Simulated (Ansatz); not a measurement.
# Te2Zn: the cost of one run

The runs use Ansatz 0.2.0, Gaussian basis; the settings change from run to run.

## Step 1: The molecule

The geometry comes from an earlier relaxation with r2SCAN-D4 in a triple-zeta def2 set; it is a stationary point. Te takes a core potential in def2 sets; no spin-orbit term is included.

3 atoms, charge -1, spin multiplicity 2.

Atoms are counted from 1 here; the program's logs count them from 0.

Bond lengths: Zn1–Te2 2.435 Å, Zn1–Te3 2.435 Å. Angles: Te2–Zn1–Te3 179.7°.

## Step 2: B2PLYP/def2-mTZVP

Set apart from the defaults: atoms shaken by 0.15 Å.

The input, in.yaml:

```yaml
crystal:
  periodic: [false, false, false]
  atoms:
    - {symbol: Zn, position_ang: [-0.021778, 0.022238, 0.043886]}
    - {symbol: Te, position_ang: [2.066910, -0.787827, -0.348872]}
    - {symbol: Te, position_ang: [-2.282690, 1.053707, 0.451690]}
basis:
  gaussian: {orbitals: def2-mTZVP}
total_charge: -1
magnetization: {spin_polarized: true, initial_magnetization: 1}
hamiltonian: {xc: {name: B2PLYP}}
scf: {omitted_lower_state_checks: [starts]}
output: {forces: true}
```

Command:

```
ansatz run in.yaml --threads 4 --pin off --events-out ev --progress --plain --max-ram 3916MiB
```

Q: Estimate wall time and peak memory on 4 threads of AMD EPYC 7R43, shared host.

About 21 s, with a peak of 0.59 GiB.
